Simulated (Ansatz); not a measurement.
A made-up structure of C2H4N (charge +1), closed shell:

C1  (-1.027, 0.278, -0.678)
C2  (1.031, -0.279, 0.681)
N3  (0.013, -0.004, 0.009)
H4  (-1.624, -0.518, -1.120)
H5  (-1.322, 1.315, -0.827)
H6  (0.977, -0.437, 1.728)
H7  (1.986, -0.364, 0.229)
(Å)

It is relaxed with PBE-D4/def2-SVP and then PBE0-D4/def2-TZVP (Ansatz 0.2.0). Atoms count as bonded within 1.22 times the sum of their covalent radii (H–H: 0.88 Å). The end point is not checked to be a true minimum.

(1) Does its bonding change? (Judge from chemistry; the calculation decides.)

Answers

(1) Computed: No: no bond forms or breaks.

Where it ends: The first stage lowers the energy by 0.13 eV in 5 steps. It ends as C₂H₄N ([CH2][N][CH2]), total charge +1:
| atom | x (Å) | y (Å) | z (Å) |
| --- | --- | --- | --- |
| C1 | -1.0046 | 0.2717 | -0.6637 |
| C2 | 1.0144 | -0.2744 | 0.6702 |
| N3 | 0.0049 | -0.0013 | 0.0033 |
| H4 | -1.5940 | -0.5348 | -1.1001 |
| H5 | -1.2890 | 1.3146 | -0.8047 |
| H6 | 0.9216 | -0.4308 | 1.7450 |
| H7 | 1.9810 | -0.3544 | 0.1726 |

Labels in which every atom is bracketed show which atoms are joined, not bond orders.

For scale, one of the runs: PBE0-D4/def2-TZVP relaxation, 117 basis functions, launched by `ansatz run in.yaml --threads 2 --pin off --events-out ev --progress --plain --max-ram 4352MiB`. The run took about 9 s on 2 CPU threads of an Arm Neoverse V1 (shared host).
